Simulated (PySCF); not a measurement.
**Core-level binding energies of `BC#C`**

Compound: C₂H₃B.
Bonds: B1–C2, C2–C3 (triple). Hydrogens: H4, H5 on B1; H6 on C3.

Computed, not measured: delta-SCF UKS SCAN, pcX-2 on the ionised atom, pcseg-1 elsewhere, spin-free X2C (PySCF). These are vertical core ionisation energies against the vacuum level, from separate self-consistent calculations with and without the core hole.

Problem. What binding energy does each computed site have?

Solution. 
| atom(s) | environment | level | binding energy (eV) | above the level's lowest (eV) | count |
| --- | --- | --- | --- | --- | --- |
| C2 | alkyne carbon | C 1s | 290.85 | 0.00 | 1 |
| C3 | terminal alkyne carbon | C 1s | 291.11 | +0.26 | 1 |

Lowest listed C 1s: C2, bonded to C (triple bond) and B. Highest, 0.26 eV above it: C3, bonded to C (triple bond) and H.

Problem. Which photon energy gives electrons from C 1s of C2 a kinetic energy of 200 eV, and what is their de Broglie wavelength?

Solution. hν = 290.85 + 200 = 490.85 eV, recoil neglected; λ = 12.264 Å/√(E/eV) = 0.87 Å.

Not every level is listed. The unrestricted hole states depart most from a pure doublet (⟨S²⟩ = 0.75; over 0.85 named) for C 1s of C2 (0.86) and C 1s of C3 (0.88), which makes these values less certain. No level of boron is listed. Geometry: PBE0-D3(BJ)/def2-SVP; no solvent, vibrations or thermal averaging.

On one thread of an Arm Neoverse V2 (shared host), this took 5.3 s.
